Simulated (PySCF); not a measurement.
## Worked example: AlN2⁺, triplet against AlN$_{2}$, doublet

Geometry (PBE0/def2-TZVP stationary point of a doublet), kept for both states (AlN2, doublet: Π; AlN2⁺, triplet: Π):

```xyz
3

Al    0.0000    0.0000    1.6971
N     0.0000    0.0000   -0.2852
N     0.0000    0.0000   -1.4119
```

Basis cc-pVDZ; PySCF 2.14.0. Correlated methods freeze the noble-gas cores. R marks a restricted (for open shells ROHF) determinant, U an unrestricted one.

Full CI isn't at hand for all of this; RCCSDT serves as the reference. It lacks quadruple excitations, which often exceed the step from CCSD(T) to CCSDT. The frozen core follows each run's orbitals, which can shift R against U totals by a few meV.

Unrestricted rows (U, and Kohn–Sham where it breaks symmetry) aren't spin-pure: their determinants' ⟨S²⟩ exceeds S(S+1) by up to 0.11, so they mix in states of higher spin.

```json
{"level": "UHF", "E(AlN2, doublet) (hartree)": "-350.800272", "E(AlN2⁺, triplet) (hartree)": "-350.515110"}
{"level": "UMP2", "E(AlN2, doublet) (hartree)": "-351.143346", "E(AlN2⁺, triplet) (hartree)": "-350.830942"}
{"level": "UCCSD(T)", "E(AlN2, doublet) (hartree)": "-351.183480", "E(AlN2⁺, triplet) (hartree)": "-350.860806"}
{"level": "PBE", "E(AlN2, doublet) (hartree)": "-351.651262", "E(AlN2⁺, triplet) (hartree)": "-351.314972"}
{"level": "wB97M-V", "E(AlN2, doublet) (hartree)": "-351.863556", "E(AlN2⁺, triplet) (hartree)": "-351.520155"}
{"level": "RCCSDT", "E(AlN2, doublet) (hartree)": "-351.184232", "E(AlN2⁺, triplet) (hartree)": "-350.861317"}
```

Give the vertical gap, AlN2⁺ triplet less AlN2 doublet, at each level in eV (1 hartree = 27.2114 eV), and each error against RCCSDT.

RCCSDT: (-350.861317 − (-351.184232)) × 27.2114 = 8.787 eV (the reference)
wB97M-V: (-351.520155 − (-351.863556)) × 27.2114 = 9.344 eV, error 0.557 eV
PBE: (-351.314972 − (-351.651262)) × 27.2114 = 9.151 eV, error 0.364 eV
UCCSD(T): (-350.860806 − (-351.183480)) × 27.2114 = 8.780 eV, error -0.007 eV
UMP2: (-350.830942 − (-351.143346)) × 27.2114 = 8.501 eV, error -0.286 eV
UHF: (-350.515110 − (-350.800272)) × 27.2114 = 7.760 eV, error -1.027 eV

Total energies of functionals can't be set beside those of wave-function methods, since they hold the core's correlation and their own absolute errors; only the differences compare.

In so small a basis the reference is far from its limit while semilocal and hybrid functionals are nearer theirs, so the functionals' errors here hold much of the reference's basis and frozen-core error, which can add to them or hide them.

Each level lands on the state that its own search finds. T1 diagnostics of restricted CCSD: 0.033 and 0.023.
